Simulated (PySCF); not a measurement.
B3LYP has the VWN-RPA correlation part, as in Gaussian. Excitations are Tamm–Dancoff values on a coarser integration grid. The basis has no diffuse functions, so Rydberg states are missing or too high.

Z-matrix (Å, degrees):
```
C
O 1 1.3973
H 2 0.9616 1 108.18
H 1 1.1003 2 107.74 3 179.96
H 1 1.1082 4 107.19 2 -122.30
H 1 1.1082 4 107.19 5 -115.41
```
Charge 0, spin multiplicity 1.

Estimate the brightest of the four lowest singlets (TDA), T1 excitation (TDA), dipole moment, LUMO and S1 excitation (TDA) that B3LYP-D3(BJ)/def2-TZVP // PBE0-D4/def2-SVP (PySCF 2.14.0) returns for this input.


```
Property                                       Value
-------------------------------------------  -------
brightest of the four lowest singlets (TDA)  8.33 eV
T1 excitation (TDA)                          6.55 eV
dipole moment                                 1.65 D
LUMO                                         0.68 eV
S1 excitation (TDA)                          6.94 eV
```
